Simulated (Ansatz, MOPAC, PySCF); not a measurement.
Species: C2H2Cl, net charge 0, doublet state. SMILES: Cl[C]=C
Coordinates optimised at B3LYP-D3(BJ)/def2-TZVP (Ansatz, a first-principles code):
```xyz
5

C      0.0924     0.6987    -0.0099
C      1.3520     1.0534    -0.0189
Cl    -0.7322    -0.7609     0.0128
H      2.1572     0.3219    -0.0114
H      1.6238     2.1015    -0.0342
```
Charge 0, spin multiplicity 2.

Unscaled harmonic wavenumbers (cm⁻¹) in rising order, each level at the stationary point that it reaches from this structure (no distance between atoms moves by over 0.3 Å); the order of modes can differ between levels, and a negative number is imaginary. B3LYP-D3(BJ)/def2-TZVP (PySCF, at the structure above): 357, 533, 709, 871, 1009, 1395, 1678, 3095, 3196.

AM1 (MOPAC): 284, 429, 806, 946, 972, 1351, 1836, 3135, 3182. Zero-point energy 18.5 against 18.4 kcal/mol; where all levels lie over 400 cm⁻¹, the wavenumbers are on average 1.008 times those of B3LYP-D3(BJ)/def2-TZVP.

HF/3-21G (Ansatz): 364, 582, 641, 985, 1153, 1463, 1637, 3303, 3395. Zero-point energy 19.3 against 18.4 kcal/mol; where all levels lie over 400 cm⁻¹, the wavenumbers are on average 1.053 times those of B3LYP-D3(BJ)/def2-TZVP.

HF/6-31G* (Ansatz): 379, 575, 758, 918, 1122, 1459, 1644, 3315, 3416. Zero-point energy 19.4 against 18.4 kcal/mol; where all levels lie over 400 cm⁻¹, the wavenumbers are on average 1.060 times those of B3LYP-D3(BJ)/def2-TZVP.
